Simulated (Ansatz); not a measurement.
Working through a geometry optimisation of C2H6O3, SMILES COC(O)O

With Ansatz's Python interface.

Typed at the interpreter:
```pycon
>>> import ansatz as az
>>> import numpy as np
>>> GEOMETRY = """
... C    -1.27440    0.22940    0.85410
... O    -0.64720    0.44350   -0.39330
... C     0.53790   -0.26650   -0.44340
... O     1.59180    0.28880    0.44380
... O     1.12550   -0.20630   -1.73860
... H    -0.73100    0.68580    1.67170
... H    -1.52710   -0.77970    1.01660
... H    -2.22490    0.84720    0.78890
... H     0.41030   -1.30250   -0.12330
... H     1.75820    1.09860    0.00550
... H     1.04620   -1.09530   -2.06140
... """
>>> c2h6o3 = az.Crystal.molecule()
>>> for line in GEOMETRY.strip().splitlines():
...     symbol, *xyz = line.split()
...     c2h6o3 = c2h6o3.atom(symbol, [float(v) for v in xyz])
...
>>> job = c2h6o3.calculation().basis(gaussian="cc-pVDZ").functional("PBE0").scf(lower_state_search="off")
>>> symbols = [site.symbol for site in c2h6o3.cartesian_sites]
>>> start = np.array([site.position_ang for site in c2h6o3.cartesian_sites], dtype=float)
>>> def progress(event):
...     if event["event"] == "relax_step":
...         row = event["data"]
...         print(f"step {row['step']:3d}  E = {row['lagrangian_ev']:.6f} eV  largest force component {row['allowed_force_max_ev_ang']:.4f} eV/A")
...
>>> report = job.relax(force_tolerance=0.01).session().plan().execute(on_event=progress).report
step   1  E = -8303.532497 eV  largest force component 3.1667 eV/A
step   2  E = -8303.878814 eV  largest force component 1.5067 eV/A
step   3  E = -8303.962192 eV  largest force component 0.3459 eV/A
step   4  E = -8303.960986 eV  largest force component 0.4648 eV/A
step   5  E = -8303.981505 eV  largest force component 0.0919 eV/A
step   6  E = -8303.997482 eV  largest force component 0.2574 eV/A
step   7  E = -8304.004403 eV  largest force component 1.1077 eV/A
step   8  E = -8304.055553 eV  largest force component 0.6132 eV/A
step   9  E = -8304.042949 eV  largest force component 0.9596 eV/A
step  10  E = -8304.082372 eV  largest force component 0.2401 eV/A
step  11  E = -8304.094529 eV  largest force component 0.1305 eV/A
step  12  E = -8304.095814 eV  largest force component 0.2782 eV/A
step  13  E = -8304.093008 eV  largest force component 0.4450 eV/A
step  14  E = -8304.105021 eV  largest force component 0.1024 eV/A
step  15  E = -8304.106054 eV  largest force component 0.0222 eV/A
step  16  E = -8304.106111 eV  largest force component 0.0359 eV/A
step  17  E = -8304.106190 eV  largest force component 0.0273 eV/A
step  18  E = -8304.106182 eV  largest force component 0.0345 eV/A
step  19  E = -8304.106213 eV  largest force component 0.0054 eV/A
>>> end = np.array(report["positions_ang"])
>>> print("reference energy %16.6f eV" % report["reference_energy_ev"])
reference energy     -8304.106235 eV
>>> print("total energy     %16.6f eV" % report["free_energy_ev"])
total energy         -8304.106235 eV
>>> print("occupied orbitals outside the frozen core (up, down):", report["n_occupied"], " frozen:", report["n_frozen"], " virtual:", report["n_virtual"])
occupied orbitals outside the frozen core (up, down): [21, 21]  frozen: 0  virtual: [79, 79]
>>> print("final positions (A) and the move of each atom")
final positions (A) and the move of each atom
>>> for symbol, xyz, old in zip(symbols, end, start):
...     print(f"{symbol:2s} {xyz[0]:10.5f} {xyz[1]:10.5f} {xyz[2]:10.5f}   {np.linalg.norm(xyz - old):7.4f}")
...
C    -1.28550    0.23904    0.75283    0.1023
O    -0.54796    0.23338   -0.44857    0.2389
C     0.70530   -0.38035   -0.32168    0.2362
O     1.57340    0.31501    0.49064    0.0567
O     1.22969   -0.44714   -1.60008    0.2967
H    -0.73571    0.75571    1.55700    0.1344
H    -1.52083   -0.78850    1.09011    0.0743
H    -2.22464    0.77064    0.55280    0.2482
H     0.59027   -1.37766    0.15217    0.3375
H     1.81167    1.11198   -0.00837    0.0568
H     0.46962   -0.48912   -2.19624    0.8474
>>> with open("c2h6o3_opt.xyz", "w") as handle:
...     handle.write(f"{len(symbols)}\nrelaxed C2H6O3\n")
...     handle.writelines(f"{s:2s} {x:11.6f} {y:11.6f} {z:11.6f}\n" for s, (x, y, z) in zip(symbols, end))
...
18
```

`c2h6o3_opt.xyz`, as written:
```text
11
relaxed C2H6O3
C    -1.285496    0.239045    0.752828
O    -0.547960    0.233378   -0.448568
C     0.705296   -0.380351   -0.321676
O     1.573397    0.315008    0.490639
O     1.229692   -0.447137   -1.600085
H    -0.735715    0.755714    1.556999
H    -1.520835   -0.788500    1.090105
H    -2.224640    0.770635    0.552798
H     0.590269   -1.377657    0.152167
H     1.811674    1.111982   -0.008368
H     0.469617   -0.489117   -2.196239
```

Caveats:
- These settings explore the input space; basis and method may be short of convergence.
- The end point is the stationary point reached from this start; no frequency run checks that it is a minimum, and the basis set is modest.
- Run time: 66 s on 1 thread of Arm Neoverse V1 (shared host), peak memory 0.25 GiB.
